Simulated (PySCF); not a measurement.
Molecule: `InChI=1S/C4H3NO/c1-2-4(6)3-5/h2H,1H2`.

Geometry:
| atom | x (Å) | y (Å) | z (Å) |
| --- | --- | --- | --- |
| C1 | -1.637 | 0.097 | -0.027 |
| C2 | -0.385 | -0.170 | -0.413 |
| C3 | 0.751 | 0.173 | 0.470 |
| O4 | 0.657 | 0.704 | 1.549 |
| C5 | 2.085 | -0.187 | -0.057 |
| N6 | 3.133 | -0.467 | -0.462 |
| H7 | -1.818 | 0.570 | 0.943 |
| H8 | -2.495 | -0.146 | -0.658 |
| H9 | -0.158 | -0.643 | -1.373 |

Geometry PBE0-D3(BJ)/def2-SVP throughout; GIAO in PySCF 2.14, gas phase, one conformer, non-relativistic; equivalent atoms averaged; functional PBE0.

For orientation, def2-TZVP gives these shifts δ (against TMS, H2O, NH3 at the same level): C3 170.2, C1 144.0, C2 139.4, C5 119.6, O4 647.0, N6 304.4, H9 6.92, H7 7.16, H8 6.27 ppm.

A run gave: C3 164.2, C1 136.7, C2 133.4, C5 112.1, O4 624.0, N6 283.9, H9 6.54, H7 7.01, H8 6.15 ppm (shifts δ (against TMS, H2O, NH3 at the same level)).

Which basis set was used in that run?
A. cc-pVTZ
B. 6-31G*
C. 6-311+G(2d,p)
D. cc-pVDZ
E. STO-3G

Answers

D. C5 tells them apart best: cc-pVDZ gives 112.1, STO-3G gives 91.2, 6-311+G(2d,p) gives 119.2, 6-31G* gives 107.5, cc-pVTZ gives 118.4 ppm.
